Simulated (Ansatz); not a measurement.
## HSiAs⁺, doublet: reading a ladder of total energies

Geometry: that of the HSiAs, triplet, kept fixed.

```yaml
atoms:
  - { symbol: Si, position_ang: [0.0000, -0.1044, 1.5718] }
  - { symbol: As, position_ang: [0.0000, 0.0229, -0.6206] }
  - { symbol: H, position_ang: [0.0000, 1.2046, 2.3294] }
```

Basis cc-pVDZ; Ansatz 0.2.0. Only valence electrons are correlated (noble-gas cores and the filled d shells of p-block atoms frozen), which leaves 9 electrons in 31 orbitals. Prefix R: restricted or restricted open-shell reference; prefix U: unrestricted. No spin–orbit coupling is included, and no scalar relativity.

Full CI isn't at hand for all of this; UCCSDTQ serves as the reference, and is uncertain by about the last step of the cluster series.

Unrestricted rows (U) aren't spin-pure: their determinants' ⟨S²⟩ exceeds S(S+1) by up to 0.84, so they mix in states of higher spin.

Runs differ by some tens of microhartree through their thresholds and, for an open shell, their frozen cores, so steps under 0.03 kcal/mol mean nothing.

```tsv
level	total energy (hartree)
UHF	-2523.353690
UMP2	-2523.477529
UCCSD	-2523.516337
UCCSD(T)	-2523.523783
UCCSDT	-2523.527849
UCCSDT(Q)	-2523.529101
UCCSDTQ	-2523.529067
```

Problem. What is the correlation energy at UCCSDTQ, and what share of it do UMP2 and UCCSD(T) recover?

Solution. E(corr) = -2523.529067 − (-2523.353690) = -0.175377 hartree = -4.772 eV. UMP2: -0.123839 / -0.175377 = 70.61 %. UCCSD(T): -0.170093 / -0.175377 = 96.99 %.

Problem. By how many kcal/mol does UCCSD(T) miss UCCSDTQ (1 hartree = 627.509 kcal/mol), and which steps make up the rest?

Solution. -2523.523783 − (-2523.529067) = 0.005284 hartree = 3.32 kcal/mol. Steps: UCCSDT − UCCSD(T) = -2.55, UCCSDT(Q) − UCCSDT = -0.79, UCCSDTQ − UCCSDT(Q) = 0.02 kcal/mol. With more than one leading determinant such errors change with state and geometry, and needn't cancel in differences.
